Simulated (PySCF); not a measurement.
Molecule: SMILES C(C)NC, C3H9N.

Atom-mapped SMILES (the numbers label the heavy atoms): `[CH3:1][CH2:2][NH:3][CH3:4]`. Hydrogens are named by the atom that carries them.

Spin–spin couplings on one PBE0-D3(BJ)/def2-SVP geometry, PySCF 2.14.0 with density-fitted response routines, gas phase, non-relativistic, equivalent pairs averaged (spin–dipole term only in couplings to heteroatoms); isotopes ¹³C, ¹H, ¹⁵N; basis pcJ-1.

How do the couplings (Hz) change with the functional? Times are CPU seconds on shared hosts with different chips, so compare them loosely; the GGAs took longer than the global hybrids here, which isn't the general rule, and the cause wasn't traced.

Results:


```tsv
functional	functions	¹J(C4,H(C4))	¹J(C2,H(C2))	¹J(C1,H(C1))	¹J(N3,H(N3))	¹J(C1,C2)	¹J(N3,C4)	¹J(C2,N3)	core-s
HF	198	166.6	164.9	158.7	-85.4	67.7	-18.8	-18.8	12
LDA	198	103.4	102.2	100.5	-57.5	23.5	-0.2	-0.3	13
PBE	198	124.6	122.9	120.5	-63.6	33.3	-2.4	-2.5	17
KT2	198	131.2	129.0	126.4	-66.6	24.7	1.5	1.3	18
B3LYP	198	137.0	135.0	132.1	-69.8	39.7	-5.5	-5.4	14
PBE0	198	129.1	127.6	124.4	-66.5	37.9	-5.2	-5.3	17
B97-2	198	123.8	121.8	119.0	-64.3	37.5	-5.3	-5.2	17
BHandHLYP	198	147.6	145.7	141.9	-75.5	48.2	-9.8	-9.8	17
CAM-B3LYP	198	134.4	132.6	129.5	-69.5	39.4	-6.4	-6.3	24
```
